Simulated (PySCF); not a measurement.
Compound: C3H5O (charge -1).
Bonds: O1–C2, C2–C3, C3–C4, C2–C4. Hydrogens: H5 on C2; H6, H7 on C3; H8, H9 on C4.

The closed-shell ground state was solved at several levels (PySCF, density fitting, gas phase, non-relativistic). Isolated species at its PBE0-D3(BJ)/def2-SVP geometry, gas phase. The geometry's basis has no diffuse functions, a weakness for an anion. Where the HOMO energy is positive, the finite basis confines the outermost electrons. No diffuse functions stand in pcJ-1, pcSseg-1 and pcSseg-2, which bears on an anion's orbital energies.

```csv
level,basis functions,total energy (Eh),HOMO (eV),LUMO (eV),gap (eV)
B3LYP/pcJ-1,158,-192.5057,1.27,6.12,4.85
PBE0/pcSseg-2,214,-192.3542,0.63,4.96,4.33
wB97X-D/def2-SVPD,123,-192.3110,-1.30,6.56,7.86
```

(1) Estimate the row for PBE0/pcSseg-1, a basis of 93 functions; the other rows only guide the guess.

(2) Over all these levels, which gives the widest orbital gap and which the narrowest?

Results:

(1) Total energy -192.2508 Eh, HOMO 1.04 eV, LUMO 6.39 eV, gap 5.35 eV.

(2) wB97X-D/def2-SVPD (range-separated hybrid) has the widest, 7.86 eV, and PBE0/pcSseg-2 (global hybrid, 25 % exact exchange) the narrowest, 4.33 eV. Functional and basis both differ between the two, so the spread mixes both effects.

The pairwise dispersion term of wB97X-D wasn't added to the energies; at a given geometry it leaves orbitals and properties as they are.
